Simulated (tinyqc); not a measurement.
Hueckel theory of the pi electrons, for the molecule [CH2]C=CC=C (SMILES; centres numbered as the heavy atoms are written), step by step. One step of it, computed by the program tinyqc.

Problem. Energy, charges, bond orders. E = sum n x; q_r = z_r - P_rr; bond order p = P_rs; free valence = sqrt(3) - sum of p over the bonds of the atom.

x values: [1.732051, 1.000000, 0.000000, -1.000000, -1.732051]

occupations: [2.000000, 2.000000, 1.000000, 0.000000, 0.000000]

charge and bond-order matrix P, order 1C, 2C, 3C, 4C, 5C:
$$\begin{pmatrix}
1.000000 & 0.788675 & 0.000000 & -0.211325 & 0.000000 \\
0.788675 & 1.000000 & 0.577350 & 0.000000 & -0.211325 \\
0.000000 & 0.577350 & 1.000000 & 0.577350 & 0.000000 \\
-0.211325 & 0.000000 & 0.577350 & 1.000000 & 0.788675 \\
0.000000 & -0.211325 & 0.000000 & 0.788675 & 1.000000
\end{pmatrix}$$

Centres:
```
centre  z_r, pi electrons of the neutral centre         h
1C                                            1  0.000000
2C                                            1  0.000000
3C                                            1  0.000000
4C                                            1  0.000000
5C                                            1  0.000000
```

Bonds:
```
i  j  k
1  2  1
2  3  1
3  4  1
4  5  1
```

Give: pi energy = 5 alpha + this times beta; pi charges; Bond orders and lengths from R = 1.517 - 0.180 p; free valence of the carbons; gap between the highest filled and the next level.

Solution.

pi energy = 5 alpha + this times beta = 5.4641

pi charges: 1C 0.0000, 2C 0.0000, 3C 0.0000, 4C 0.0000, 5C 0.0000

Bond orders and lengths from R = 1.517 - 0.180 p (angstrom, C-C alone):
```
bond       p       R
1-2   0.7887  1.3750
2-3   0.5774  1.4131
3-4   0.5774  1.4131
4-5   0.7887  1.3750
```

free valence of the carbons: 1C 0.9434, 2C 0.3660, 3C 0.5774, 4C 0.3660, 5C 0.9434

gap between the highest filled and the next level = 1.0000 |beta|
